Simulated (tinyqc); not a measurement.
RKS/BP86 in the sto-6g basis, for OH-, spin multiplicity 1, step by step (part 2 of 2). The basis has no diffuse functions, so it cannot describe the extra electron: this is an exercise in the method, not the real anion. Computed by tinyqc, a small Python program that keeps every step (integrals from PySCF). Command: `OMP_NUM_THREADS=1 python tinyqc.py 20083 20084 out.jsonl` (the two numbers bound the seeds that draw the settings). One thread of a shared host (Intel(R) Xeon(R) Processor @ 2.60GHz), about 3 s of CPU time with the checks.

Geometry (angstrom):
```
atom         x         y         z
O     0.000000  0.000000  0.000000
H     0.000000  0.000000  1.884000
```

## Convergence

Stop when the energy changes by less than 1e-10 hartree and every element of the error matrix X^T (F D S - S D F) X is below 3e-06.

Course of the cycle:
```
iteration   E (hartree)     change  largest element of the error matrix
1          -73.89856058          -                             1.35e-01
2          -74.77676666  -8.78e-01                             5.01e-05
3          -74.04920545   7.28e-01                             4.75e-01
4          -74.04920558  -1.34e-07                             4.75e-01
5          -74.04920558   0.000000                             4.75e-01
6          -74.04920558  -4.26e-14                             4.75e-01
7          -74.04920558   4.26e-14                             4.75e-01
8          -74.04920558  -1.42e-14                             4.75e-01
9          -74.04920558  -1.42e-14                             4.75e-01
10         -74.04920541   1.74e-07                             4.75e-01
11         -74.81970319  -7.70e-01                             1.72e-01
12         -75.04790711  -2.28e-01                             6.58e-02
13         -74.97665548   7.13e-02                             3.49e-01
14         -74.77677046   2.00e-01                             7.09e-05
...                 ...        ...                                  ...
76         -74.04921974  -1.21e-10                             4.75e-01
77         -74.04921974  -3.97e-10                             4.75e-01
78         -74.04921749   2.24e-06                             4.75e-01
79         -74.81980040  -7.71e-01                             1.72e-01
80         -74.77674941   4.31e-02                             5.18e-06
81         -74.04924302   7.28e-01                             4.75e-01
82         -74.04924302   4.73e-10                             4.75e-01
83         -74.04924302  -9.24e-13                             4.75e-01
84         -74.04924302   1.29e-12                             4.75e-01
85         -74.04924302  -1.29e-12                             4.75e-01
86         -74.04924302  -1.04e-12                             4.75e-01
87         -74.04924302   1.23e-10                             4.75e-01
88         -74.04924302   1.38e-10                             4.75e-01
89         -74.77684473  -7.28e-01                             1.39e-05
```

PySCF RKS in the same basis, fine grid = -74.04788541 hartree

Not converged within the cap of 89 iterations: the residual wanders without falling. Reruns (cap 100 unless said): damping 0.5: not converged; level shift 0.5: converged in 13; atomic densities as start, DIIS 8: converged in 17; the original settings with a cap of 400: not converged.
